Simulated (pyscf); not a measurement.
One four-centre exchange on the singlet surface with elements of a group swapped. ωB97M-D3(BJ)/def2-TZVP, kcal/mol, from the separated reactants. Structures and frequencies: ωB97X-D3(BJ)/def2-SVP in PySCF.

```tsv
step	barrier	reaction energy	imaginary mode (i cm⁻¹)
`[SH][Ge]([Cl])([Cl])[Cl]` + `[ClH]` → `[SH2]` + `[Cl][Ge]([Cl])([Cl])[Cl]`	29.1	-4.4	702
`[ClH]` + `[SH][Sn]([Cl])([Cl])[Cl]` -> `[Cl][Sn]([Cl])([Cl])[Cl]` + `[SH2]`	16.6	-4.5	831
`[SH][Si]([Cl])([Cl])[Cl]` + `[ClH]` → `[SH2]` + `[Cl][Si]([Cl])([Cl])[Cl]`	32.4	-8.3	741
`[SH][Sn]([Cl])([Cl])[Cl]` + `[FH]` -> `[SH2]` + `[F][Sn]([Cl])([Cl])[Cl]`	14.8	+2.9	686
`[Cl][Si]([Cl])([Cl])[SeH]` + `[ClH]` -> `[SeH2]` + `[Cl][Si]([Cl])([Cl])[Cl]`	…	…	787
```

Task: Some entries are withheld; supply them.

Result: 
- `[Cl][Si]([Cl])([Cl])[SeH]` + `[ClH]` -> `[SeH2]` + `[Cl][Si]([Cl])([Cl])[Cl]`, barrier: 34.0
- `[Cl][Si]([Cl])([Cl])[SeH]` + `[ClH]` -> `[SeH2]` + `[Cl][Si]([Cl])([Cl])[Cl]`, reaction energy: -8.8

Row 2: On the reactant side the descent ends in a complex (not fully relaxed), 4.7 kcal/mol under the separated species and 17.6 kcal/mol under the saddle at ωB97X-D3(BJ)/def2-TZVP. On the product side the descent ends in an adduct with a S–Sn contact, 6.6 kcal/mol under the separated species and 23.0 kcal/mol under the saddle at ωB97X-D3(BJ)/def2-TZVP. Row 4: On the product side the descent ends in an adduct with a S–Sn contact, 8.5 kcal/mol under the separated species and 15.9 kcal/mol under the saddle at ωB97X-D3(BJ)/def2-TZVP. Each row is the saddle that its search found. Elements up to Kr have no core potential and no relativistic terms here. Elements past Kr carry the def2 core potentials, without spin-orbit coupling.
